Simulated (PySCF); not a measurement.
Species: C2H3NO.
Z-matrix (Å and degrees, PBE0-D3(BJ)/def2-SVP geometry), rows numbered from 1:
```
C 
N   1  1.2618
C   2  1.3872  1  123.42
O   3  1.2012  2  125.00  1   -67.72
H   1  1.0997  2  119.52  3   176.61
H   1  1.1053  2  123.22  3    -3.41
H   3  1.1169  2  111.73  1   116.89
```

Computed at PBE0/pcSseg-1 (PySCF, non-relativistic), with Q(14N) = 0.02044 b, Q(17O) = −0.0256 b: N2, 14N (I = 1): χzz = -4.566 MHz, η = 0.467; O4, 17O (I = 5/2): χzz = 11.41 MHz, η = 0.413.

Question: Find the zero-field quadrupole resonance frequencies of 14N at N2.

Answer: From ν± = (3/4)|χ|(1 ± η/3) and ν0 = |χ|η/2: ν+ 3.958 MHz, ν− 2.892 MHz, ν0 1.066 MHz (imine nitrogen).

Question: Find the zero-field quadrupole resonance frequencies of 17O at O4.

Answer: From the eigenvalues of H = χ/[4I(2I − 1)] × [3Iz² − I(I + 1) + η(Ix² − Iy²)], steps between neighbouring levels, labelled as for η = 0: ±1/2↔±3/2 2.005 MHz, ±3/2↔±5/2 3.318 MHz (carbonyl oxygen).

In a crystal, neighbours and librations shift these lines. One conformer (not necessarily the lowest) at the PBE0-D3(BJ)/def2-SVP geometry, without solvent, vibrations or thermal averaging. With a basis this small, the couplings can be 20 % off.
